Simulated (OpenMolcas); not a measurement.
How basis sets differ on SiHClO (SMILES O[Si]Cl)

The species is SiHClO (4 atoms), meant as a singlet with charge 0. As SMILES, `O[Si]Cl`. The coordinates come from a PBE0-D4/def2-TZVP relaxation.

| atom | x (Å) | y (Å) | z (Å) |
| --- | --- | --- | --- |
| O | -0.9118 | 0.4502 | -0.3087 |
| Si | -0.4342 | -0.7897 | 0.6470 |
| Cl | 1.6623 | -0.7010 | 0.4214 |
| H | -0.2608 | 0.9804 | -0.7800 |

Quantity: the dipole moment, in D. The values are calculated.

```csv
level,kind,program,value (D)
HF/STO-3G,Hartree–Fock,OpenMolcas,2.25
HF/3-21G,Hartree–Fock,OpenMolcas,1.66
HF/6-31G,Hartree–Fock,OpenMolcas,1.11
HF/def2-SVP,Hartree–Fock,OpenMolcas,0.99
```

The values span 0.99 to 2.25 D. Magnitudes only: a small dipole may point the other way at some levels. Sets without polarisation functions give poor dipoles.
